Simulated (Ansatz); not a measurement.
BH2Me (CH5B). Charge 0, multiplicity 1. Geometry r2SCAN-D4/def2-TZVP, basis def2-TZVP, Ansatz.

Cartesian coordinates in Å:
```
B -0.1696 0.6704 0.5435
H 0.6865 1.1048 1.2602
H -1.2133 1.2559 0.4896
C 0.0988 -0.5607 -0.3547
H 0.5235 -0.1118 -1.2713
H -0.7876 -1.1086 -0.6792
H 0.8616 -1.2501 0.0119
```

```csv
run,HOMO (eV),LUMO (eV)
A,-8.99,-1.20
B,-7.95,-1.93
C,-8.83,-1.46
D,-10.40,-0.18
E,-7.89,-1.78
F,-9.20,-0.92
```

B3LYP takes the VWN-RPA correlation.

Question: The runs used B3LYP, B97M-V, BHLYP, PBE0, r2SCAN, r2SCAN0. Estimate which is which.

Answer: A PBE0 (25 % exact exchange); B B97M-V (0 % exact exchange); C B3LYP (20 % exact exchange); D BHLYP (50 % exact exchange); E r2SCAN (0 % exact exchange); F r2SCAN0 (25 % exact exchange). Exact exchange lowers occupied and raises empty levels; among semilocal functionals meta-GGAs tend to open the gap a little, and such runs are hard to tell apart. The gap grows from 6.02 eV (B97M-V) to 10.22 eV (BHLYP).
